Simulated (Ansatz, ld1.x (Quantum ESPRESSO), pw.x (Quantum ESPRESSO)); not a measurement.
# Equation-of-state test of one RRKJ potential (zirconium)

Zr (Z = 40), norm-conserving RRKJ (Kleinman–Bylander form), made with ld1.x (Quantum ESPRESSO) 7.5 (LDA (PW92), scalar-relativistic). Core [Kr], reference 4d2 5s2 5p0. Waves: 5p (bound, empty): rc 3.00 bohr; 4d (bound): rc 2.35 bohr; 5s (bound): rc 3.00 bohr. Local part: the s channel. Core correction: a·sin(br)/r model core, default radius (core density twice the valence density). rho0 = 0.005.

Atomic tests: cutoffs needed: 21 Ry and 30 Ry (the cutoffs (Ry, on a coarse ladder) from which the occupation-weighted sum of valence levels, in a spherical-Bessel basis at the reference potential, stays within 10 and 1 mRy of its value at 400 Ry); ghost test: no extra level below or beside the all-electron valence levels (p, d, s, f tested) (spherical-Bessel basis up to 400 Ry, 20 bohr box); largest excitation error: -259 meV (all-electron minus pseudo) for 4d1 5s0 5p0, out of 7 test configurations.

Crystal test: sc Zr in pw.x 7.5, no spin, 12³ k-points, Fermi–Dirac smearing 0.01 Ry, cutoffs 50/200 Ry. The reference is all-electron LAPW (Ansatz 0.2.0) with the same functional, mesh and smearing; V0 and B0 come from Birch–Murnaghan fits to the pressures at five volumes. Errors are pseudo minus all-electron; Δ is the rms difference of the E(V) curves that follow from these fits, minima aligned, over ±6 % about the mean V0. Mesh and smearing are coarse, so the numbers serve the comparison and aren't converged zero-temperature values; the lattice is a test structure that the element need not adopt.

All-electron: a0 = 2.838 Å (V0 = 22.86 Å³/atom), B0 = 76.9 GPa.

How far does the potential miss the all-electron equation of state?

mean pressure error (GPa): +6.02. The pressure does not cross zero within the volumes sampled, so no fit is given. The largest radius (3.00 bohr) exceeds half the bond length (2.69 bohr), so the spheres overlap, which is one possible source of error among others. This is a poor potential for the solid.

| V (Å³/atom) | P all-electron (GPa) | P pseudo (GPa) |
| --- | --- | --- |
| 21.818 | 3.91 | 10.80 |
| 22.392 | 1.66 | 8.09 |
| 22.966 | -0.34 | 5.65 |
| 23.540 | -2.13 | 3.45 |
| 24.114 | -3.72 | 1.47 |

At the middle volume, how do free energy and pressure move when the wave cutoff is lowered (ecutrho kept at four times it)?

| cutoff (Ry) | shift of F (meV/atom) | shift of P (GPa) |
| --- | --- | --- |
| 22 | +112.2 | -5.33 |
| 30 | +0.8 | -0.04 |
| 40 | +0.1 | -0.00 |

The run at the middle volume (84 k-points, 6 iterations) took about 3.9 s on one core of a shared host (Neoverse-V2, 96 threads, 742 GiB, load 65).
